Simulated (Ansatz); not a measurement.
Rock-salt TiN was calculated with PBE-D4 in Ansatz (PAW).

Run with plane-wave cutoff 500 eV, 16×16×16 k mesh, Fermi–Dirac smearing 0.05 eV, no spin polarisation, scalar-relativistic PAW data made under PBE.

Computed at the level's own relaxed cell.

Task: Estimate the equilibrium volume per atom and lattice constant a that the calculation returns.

Result: 
- equilibrium volume per atom = 9.34 Å³/atom
- lattice constant a = 4.212 Å

Measured, for comparison: equilibrium volume per atom 9.52 Å³/atom, lattice constant a 4.239 Å (temperature not stated, no zero-point or thermal correction; as tabulated in Zhang et al. (2018), doi:10.1088/1367-2630/aac7f0). Computed (rounded) less measured: equilibrium volume per atom -1.9 %, lattice constant a -0.6 %. A static lattice is as a rule a little smaller and stiffer than an uncorrected measurement, which narrows the difference in the equilibrium volume per atom, lattice constant a and would widen misses of the other sign.

Note: the run has no spin polarisation, so it can have missed a magnetic state.

Computed values are for the static lattice.

Cost on a shared machine: very roughly 15 core-seconds.

Ansatz is a program for electronic structure.
